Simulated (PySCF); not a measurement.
Isomers of C5H12S, mass 104.066 u with the commonest isotopes. Level of theory: PySCF, PBE0-D3(BJ)/def2-SVP geometry optimisation, gas phase. One conformer each, none proved a minimum here; rigid rotors.

Question: Order these by rotational constant B, largest first.
A. `[CH3:1][CH2:2][C@H:3]([CH3:4])[S:5][CH3:6]` with C1–C2–C3–C4 -174°, C2–C3–S5–C6 62°
B. `[CH3:1][CH2:2][S:3][CH:4]([CH3:5])[CH3:6]` with C1–C2–S3–C4 66°, C2–S3–C4–C5 64° (ethyl isopropyl sulfide)
C. tert-butyl methyl sulfide, `CSC(C)(C)C`
D. `[CH3:1][S:2][CH2:3][CH:4]([CH3:5])[CH3:6]` with C1–S2–C3–C4 70°, S2–C3–C4–C5 -175° (methyl isobutyl sulfide)
E. `[CH3:1][CH2:2][CH2:3][S:4][CH2:5][CH3:6]` with C1–C2–C3–S4 60°, C2–C3–S4–C5 62°, C3–S4–C5–C6 64° (ethyl propyl sulfide)
F. `[CH3:1][CH:2]([CH3:3])[C@@H:4]([CH3:5])[SH:6]` with C1–C2–C4–C5 -59°, C2–C4–S6–H -77°
G. `[CH3:1][C:2]([CH3:3])([CH3:4])[CH2:5][SH:6]` with C2–C5–S6–H 75° (neopentyl mercaptan)

Answer: A (2223 MHz), C (2135 MHz), F (1825 MHz), B (1742 MHz), G (1693 MHz), E (1641 MHz), D (1524 MHz).

Question: Order these by rotational constant A, largest first.
A. `[CH3:1][S:2][CH2:3][CH:4]([CH3:5])[CH3:6]` with C1–S2–C3–C4 70°, S2–C3–C4–C5 -175° (methyl isobutyl sulfide)
B. `CSC(C)(C)C` (tert-butyl methyl sulfide)
C. `[CH3:1][CH2:2][C@H:3]([CH3:4])[S:5][CH3:6]` with C1–C2–C3–C4 -174°, C2–C3–S5–C6 62° (2-(methylthio)butane)
D. `[CH3:1][CH:2]([CH3:3])[C@@H:4]([CH3:5])[SH:6]` with C1–C2–C4–C5 -59°, C2–C4–S6–H -77° (3-methyl-2-butanethiol)
E. `[CH3:1][CH2:2][CH2:3][S:4][CH2:5][CH3:6]` with C1–C2–C3–S4 60°, C2–C3–S4–C5 62°, C3–S4–C5–C6 64°

Answer: A (4794 MHz), E (4298 MHz), D (3900 MHz), B (3760 MHz), C (3143 MHz).

Question: Order these by radius of gyration √(Σ m r²/M), smallest first.
A. `[CH3:1][CH2:2][CH2:3][S:4][CH2:5][CH3:6]` with C1–C2–C3–S4 60°, C2–C3–S4–C5 62°, C3–S4–C5–C6 64°
B. `[CH3:1][CH2:2][CH2:3][C@H:4]([CH3:5])[SH:6]` with C1–C2–C3–C4 -178°, C2–C3–C4–C5 -171°, C3–C4–S6–H 65°
C. `[CH3:1][CH2:2][C@H:3]([CH3:4])[S:5][CH3:6]` with C1–C2–C3–C4 -174°, C2–C3–S5–C6 62°
D. tert-butyl methyl sulfide (`CSC(C)(C)C`)
E. `[CH3:1][S:2][CH2:3][CH:4]([CH3:5])[CH3:6]` with C1–S2–C3–C4 70°, S2–C3–C4–C5 -175° (methyl isobutyl sulfide)
F. `[CH3:1][CH:2]([CH3:3])[C@@H:4]([CH3:5])[SH:6]` with C1–C2–C4–C5 -59°, C2–C4–S6–H -77° (3-methyl-2-butanethiol)

Answer: D (1.737 Å), C (1.817 Å), F (1.858 Å), A (1.915 Å), E (1.948 Å), B (2.051 Å).

```
         SMILES  point group  Ia (u·Å²)  Ib (u·Å²)  Ic (u·Å²)      κ  μa (D)  μb (D)  μc (D)
       CSCC(C)C           C1     105.41     331.71     352.64  -0.95    0.71    1.19    0.80
         CCCSCC           C1     117.58     307.96     337.69  -0.90    0.03    1.62    0.10
     CSC(C)(C)C           Cs     134.40     236.69     256.61  -0.81    0.42    1.47    0.00
   CC[C@H](C)SC           C1     160.78     227.34     298.77  -0.27    0.55    0.66    1.31
   CCC[C@H](C)S           C1     118.42     335.05     422.04  -0.80    0.56    1.36    0.46
CC(C)[C@@H](C)S           C1     129.59     276.93     311.91  -0.82    1.38    0.47    0.71
     CC(C)(C)CS            –     116.55     298.54     299.63  -1.00    1.27    0.45    0.75
       CCSC(C)C           C1     117.15     290.11     325.33  -0.86    0.20    1.50    0.49
```
